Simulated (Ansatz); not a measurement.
in.yaml

```yaml
crystal:
  periodic: [false, false, false]
  atoms:
    - {symbol: Ge, position_ang: [0.000000, -0.030648, -0.000002]}
    - {symbol: H, position_ang: [0.000000, 1.104444, -1.119227]}
    - {symbol: H, position_ang: [0.000000, 1.104317, 1.119353]}
basis:
  gaussian: {orbitals: cc-pVDZ}
magnetization: {spin_polarized: true, initial_magnetization: 0}
hamiltonian: {xc: {name: BHLYP}}
```

```sh
$ ansatz run in.yaml --threads 1 --pin off --events-out ev --progress --plain --max-ram 2393MiB
```

The program prints:

```
415 factors; integrals over basis functions are off by at most 1.1e-3 eV
mean field evaluation 1: about -56547.5838 eV, gradient 4.4e0 eV
mean field evaluation 2: about -56547.7414 eV, gradient 1.5e0 eV
mean field evaluation 4: about -56547.7602 eV, gradient 4.9e-2 eV
mean field evaluation 8: about -56547.7589 eV, gradient 6.5e-4 eV
mean field evaluation 16: about -56547.7589 eV, gradient 7.3e-6 eV
mean field -56547.75889141 eV, -2078.0918098116 hartree, gradient 7.3e-6 eV, S^2 0.000000; 1 other end points of the search recorded, 0 dependent functions left out
reference -56547.75901320 eV, -2078.0918142874 hartree; 17, 17 occupied and 20, 20 virtual orbitals, 415 factors
Total energy: -56547.75901320 eV, -2078.0918142874 hartree
```

Ran on 1 thread of Intel Xeon 6975P-C, shared host: 0.57 s wall, 0.16 GiB peak host memory.
